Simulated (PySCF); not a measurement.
# Silicon: a sound run and one with changed settings

Sound run: Si [Ne] 3s2 3p2, Si⁺ [Ne] 3s2 3p1. All numbers are calculated (PySCF 2.14, the non-relativistic Hamiltonian (point nucleus), in def2-TZVP (5s5p2d1f, 37 functions)). In the sound run the correlated levels freeze [Ne]. The sound run starts from symmetry-adapted Hartree-Fock orbitals and uses a fine grid where one is needed.

A second run was set up differently.

| species | method | sound run (hartree) | changed run (hartree) | converged |
| --- | --- | --- | --- | --- |
| Si | MP2 | -288.90571 | -288.85643 | yes |
| Si | CCSD(T) | -288.92674 | -288.85918 | yes |

Ionisation energy of Si:

```json
{"method": "UHF", "sound run (eV)": "7.640", "changed run (eV)": "7.640"}
{"method": "MP2", "sound run (eV)": "8.037", "changed run (eV)": "7.794"}
{"method": "SCS-MP2", "sound run (eV)": "7.953", "changed run (eV)": "7.692"}
{"method": "CCSD", "sound run (eV)": "8.067", "changed run (eV)": "7.869"}
{"method": "CCSD(T)", "sound run (eV)": "8.105", "changed run (eV)": "7.869"}
{"method": "CCSDT", "sound run (eV)": "n/a", "changed run (eV)": "7.869"}
{"method": "FCI", "sound run (eV)": "n/a", "changed run (eV)": "7.869"}
```

Question: What was changed?
A. minimal basis
B. all electrons correlated in a valence basis
C. a valence shell is frozen
D. level shift left on

Answer: C. Freezing a valence shell removes pair correlation that changes on ionisation.
